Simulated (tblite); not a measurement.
# F2H5N: the cost of one run

Computed with tblite 0.8.0 and PySCF 2.14.0; each step states its level. No surroundings beyond the atoms listed, unless a continuum is named. Atoms count from 0, parts from 1.

### Step 1. Starting point

8 atoms, charge 0, multiplicity 1; geometry: rigid parts in contact. Parts: 1 = atoms 0–3, `N`, charge 0; 2 = atoms 4–5, `F`, charge 0; 3 = atoms 6–7, `F`, charge 0.

### Step 2. Bringing the parts together with GFN2-xTB

The job: settings as JSON, then the geometry in Å.

```
{"job": {"kind": "dock", "xc": "GFN2-xTB", "basis": "xTB"}, "charge": 0, "multiplicity": 1, "parts": [{"atoms": "0-3", "charge": 0, "multiplicity": 1}, {"atoms": "4-5", "charge": 0, "multiplicity": 1}, {"atoms": "6-7", "charge": 0, "multiplicity": 1}]}
N     -0.286110    -0.256669     0.131266
H      0.668924    -0.488280     0.381278
H     -0.438912    -0.460025    -0.848520
H     -0.420459     0.738064     0.268230
F     -2.038437    -1.243517     1.585693
H     -1.311522    -0.904456     0.969031
F     -1.528857     0.618058     3.281990
H     -1.939131    -0.136030     2.882893
```

Method: GFN2-xTB search for minima from random contacts, gas phase.

Command:

```console
$ OMP_NUM_THREADS=1 python cluster_run.py task.json out
```

The driver reads the jobs from task.json and runs them one after another.

**Question.** How long does this first job take on 1 thread of Arm Neoverse V1, shared host?

About 3.7 s.
